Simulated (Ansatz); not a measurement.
Elements on the sites of an ideal bcc lattice, at a guessed lattice constant:

```yaml
crystal:
  lattice:
    - [-4.80984, 4.80984, -1.60328]
    - [-4.80984, -1.60328, 4.80984]
    - [1.60328, 4.80984, 4.80984]
  atoms:
    - { symbol: Ru, position: [0.00000, 0.00000, 0.00000] }
    - { symbol: Ru, position: [0.50000, 0.50000, 0.00000] }
    - { symbol: Ru, position: [0.60000, 0.10000, 0.10000] }
    - { symbol: Ru, position: [0.20000, 0.20000, 0.20000] }
    - { symbol: Ru, position: [0.70000, 0.20000, 0.70000] }
    - { symbol: Ru, position: [0.80000, 0.80000, 0.80000] }
    - { symbol: Ru, position: [0.90000, 0.40000, 0.90000] }
    - { symbol: Sn, position: [0.70000, 0.70000, 0.20000] }
    - { symbol: Sn, position: [0.60000, 0.60000, 0.60000] }
    - { symbol: W, position: [0.10000, 0.60000, 0.10000] }
    - { symbol: W, position: [0.80000, 0.30000, 0.30000] }
    - { symbol: W, position: [0.30000, 0.80000, 0.30000] }
    - { symbol: W, position: [0.40000, 0.40000, 0.40000] }
    - { symbol: W, position: [0.50000, 0.00000, 0.50000] }
    - { symbol: W, position: [0.00000, 0.50000, 0.50000] }
    - { symbol: W, position: [0.10000, 0.10000, 0.60000] }
    - { symbol: W, position: [0.90000, 0.90000, 0.40000] }
    - { symbol: W, position: [0.20000, 0.70000, 0.70000] }
    - { symbol: W, position: [0.30000, 0.30000, 0.80000] }
    - { symbol: W, position: [0.40000, 0.90000, 0.90000] }
```

Cell and atoms were relaxed without symmetry on coarser meshes and computed once more. These are results of DFT PBE, scalar-relativistic, plane waves, PAW (Ansatz), not measurements.

Cutoff 420 eV; k points 5×5×5 on the computed 20-atom cell (Γ-centred); Gaussian smearing, width 0.10 eV; no spin polarisation.

The relaxation ran on 2×2×2 (shifted) and then 3×3×3 k points with a smearing of 0.1 eV, from sites shaken by 0.02 Å.

**Question.** What does the relaxation give?

**Answer.** A volume of 15.86 Å³/atom and no gap on the mesh. It lies 0.19 eV/atom above the elements' standard states (static lattices, no corrections for gases). The atoms leave their sites by 0.29 Å (root mean square) and 0.41 Å at most, and the cell stretches by up to 7.1 % at fixed volume.

```
CELL_PARAMETERS angstrom
-5.04883 4.45588 -1.54249
-5.13969 -1.51984 4.79777
1.64310 4.43675 4.68729
ATOMIC_POSITIONS crystal
Ru 0.99096 0.96450 0.97173
Ru 0.49767 0.54409 0.02645
Ru 0.60276 0.15367 0.10818
Ru 0.18423 0.18111 0.18748
Ru 0.70465 0.14253 0.70465
Ru 0.81065 0.75597 0.77372
Ru 0.90876 0.35069 0.90789
Sn 0.70374 0.75354 0.18170
Sn 0.60676 0.54541 0.62563
W 0.10619 0.58428 0.08905
W 0.80583 0.32998 0.30210
W 0.28434 0.79614 0.30213
W 0.39448 0.37519 0.39532
W 0.48953 0.99174 0.49676
W 0.01131 0.51877 0.49548
W 0.10551 0.12718 0.61063
W 0.90461 0.93930 0.40243
W 0.20299 0.71348 0.69811
W 0.31356 0.31936 0.81860
W 0.39423 0.93185 0.90418
```

Spin-orbit coupling is left out, which matters for the bands of heavy elements.

Cost: 2 runs of about 17 core-minutes in all (earlier runs that led there not counted), on Intel Xeon Platinum 8488C (Sapphire Rapids) (shared hosts).